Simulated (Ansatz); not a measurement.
System: hcp Ru. Method: PBEsol (Ansatz, a quantum-chemistry and plane-wave program, PAW).

Settings: plane-wave cutoff 520 eV, 16×16×10 k mesh (along the axes of the cell as run), Fermi–Dirac smearing 0.1 eV, perturbation theory, force constants from a 4×4×2 q mesh, no spin polarisation, scalar-relativistic PAW data made under PBE.

Computed at the level's own relaxed cell. Harmonic vibrational thermodynamics at fixed volume:

| T (K) | S_vib (J/K per mol of atoms) | C_V (J/K per mol of atoms) | F_vib (eV/atom) |
|---|---|---|---|
| 0 | 0.00 | 0.00 | 0.0375 |
| 100 | 6.36 | 13.05 | 0.0356 |
| 400 | 34.17 | 23.84 | -0.0336 |
| 600 | 43.97 | 24.44 | -0.1152 |
| 700 | 47.75 | 24.57 | -0.1628 |
| 800 | 51.04 | 24.66 | -0.2140 |
| 1000 | 56.55 | 24.76 | -0.3257 |

The crystal is taken as a harmonic solid at every temperature: melting, phase changes and thermal expansion are not seen, nor the electrons' share in a metal.
